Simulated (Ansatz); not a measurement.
**Rock-salt GdN**

Calculation: HSE06 in Ansatz (plane waves, PAW).

Settings: plane-wave cutoff 460 eV, 10×10×10 k mesh, Fermi–Dirac smearing 0.01 eV, spin-polarised with parallel moments, scalar-relativistic PAW data made under PBE.

Cell: relaxed at this level.

```
Quantity                                                 Value
-----------------------------------------------  -------------
volume per atom                                  15.41 Å³/atom
bulk modulus B0                                        160 GPa
equilibrium lattice constant a                         4.977 Å
band gap                                         zero (no gap)
magnetic moment (largest site, within a sphere)        6.94 μB
pressure derivative B′ of the bulk modulus                 4.2
```

Measured, for comparison: equilibrium volume per atom 15.38 Å³/atom (temperature not stated, not corrected to a static lattice; as tabulated in Natali et al. (2013), arXiv:1208.2410); bulk modulus 192 ± 35 GPa (temperature not stated, not corrected to a static lattice; as tabulated in Doll (2008), arXiv:0801.3152); lattice constant a 4.974 Å (temperature not stated, not corrected to a static lattice, our sources range from 4.974 to 4.990; as tabulated in Natali et al. (2013), arXiv:1208.2410). Computed (rounded) less measured: equilibrium volume per atom +0.2 %, bulk modulus -17 % (inside the measured uncertainty), lattice constant a +0.1 % (inside the range of the sources held).

Note: the state of the 4f shell is in doubt.

Moments are spin moments.

Spin–orbit coupling is not included; it can open a gap where bands touch, and shift volumes and moduli.

Computed values are for the static lattice.

It cost around 30 core-minutes (rough) of CPU time.

Ansatz is an electronic-structure program.
